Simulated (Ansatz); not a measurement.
A structure of MgO relaxed with PBEsol (plane waves to 420 eV, PAW, scalar-relativistic; Ansatz, a program for electronic structure); single points at other levels follow on the same geometry (Ansatz, PAW; HSE06 at 420 eV on a 8×8×8 k-mesh; no spin-orbit coupling). Space group Fm-3m (No. 225).

```cif
data_MgO
_chemical_formula_sum 'Mg1 O1'
_space_group_name_H-M_alt 'P 1'
_space_group_IT_number 1
_cell_length_a 2.97991
_cell_length_b 2.97991
_cell_length_c 2.97991
_cell_angle_alpha 60.000
_cell_angle_beta 60.000
_cell_angle_gamma 60.000
loop_
_space_group_symop_operation_xyz
  'x, y, z'
loop_
_atom_site_label
_atom_site_type_symbol
_atom_site_fract_x
_atom_site_fract_y
_atom_site_fract_z
_atom_site_occupancy
Mg1 Mg 0.50000 0.50000 0.50000 1
O1 O 0.00000 0.00000 0.00000 1
```

```
level   gap (eV)    kind  conduction minimum
------  --------  ------  ------------------
PBEsol      4.62  direct                   Γ
HSE06          …       –                   …
```

**Question.** Complete the blanks.

**Answer.** 
- HSE06, gap (eV): 6.47
- HSE06, conduction minimum: Γ

No spin polarisation in the result.

Measured for MgO: a 4.189 Å (static lattice; corrected from measurement; as listed in Daniel Mejia-Rodriguez, S. B. Trickey, Phys. Rev. B (2018)); gap 8.36 eV (static lattice; corrected from measurement; as listed in Wei Chen et al., Physical Review Materials (2018)). Computed minus measured — a: PBEsol +0.6 %; gap: PBEsol -3.74 eV, HSE06 -1.89 eV. The computed values are for a static lattice, and a measured gap can be an optical one, lowered by exciton binding.

The run could not lose the symmetry of its start; a randomly shaken copy of 4 atoms returns to this structure.
